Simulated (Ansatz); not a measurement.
# How basis sets differ on PN (phosphorus nitride)

PN has 2 atoms, charge 0, and is taken as a singlet. SMILES: `N#P`. The bond length is the measured one.

```xyz
2

N     0.0000    0.0000    0.0000
P     0.0000    0.0000    1.4909
```

Quantity: the dipole moment, in D. The values are calculated.

Measured value to compare with: NIST CCCBDB gives the dipole moment of the gas as 2.75 D.

| level | kind | program | value (D) | computed − measured |
| --- | --- | --- | --- | --- |
| PBEsol/cc-pVDZ | GGA | Ansatz | 2.32 | -0.43 |
| PBEsol/6-31G* (Cartesian functions) | GGA | Ansatz | 2.30 | -0.45 |
| PBEsol/cc-pVTZ | GGA | Ansatz | 2.58 | -0.17 |
| PBEsol/pcseg-2 | GGA | Ansatz | 2.70 | -0.05 |
| PBEsol/def2-TZVPP | GGA | Ansatz | 2.69 | -0.06 |
| PBEsol/aug-cc-pVTZ | GGA | Ansatz | 2.68 | -0.07 |
| PBEsol/cc-pVQZ | GGA | Ansatz | 2.67 | -0.08 |

Nearest: PBEsol/pcseg-2 (-0.05 D); farthest: PBEsol/6-31G* (Cartesian functions) (-0.45 D). The measured dipole is a vibrational average, so differences of a few hundredths of a debye mean little.
